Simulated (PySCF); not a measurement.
CH4O, SMILES CO. Heavy atoms are numbered as in [CH3:1][OH:2]. Hydrogens are named by the atom that carries them.

The structure is a stationary point at ωB97X-D3(BJ)/def2-TZVP.

These are PySCF with PBE/pcSseg-2 values and carry that method's errors.

GIAO shieldings, no solvent; atoms alike by connectivity are averaged. δ = σ(ref) − σ: ¹³C against TMS (σ = 181.4 ppm); ¹⁷O against H2O (σ = 327.5 ppm); ¹H against TMS (σ = 31.47 ppm), references at their B3LYP-D3(BJ)/def2-TZVP geometries, non-relativistic.

Computed chemical shifts:
| nucleus | atoms | count | δ (ppm) |
|---|---|---|---|
| ¹³C | C1 (CH3) | 1 | 57.9 |
| ¹⁷O | O2 (OH) | 1 | 7.5 |
| ¹H | H on C1 | 3 | 3.79 |
| ¹H | H on O2 | 1 | -0.48 |
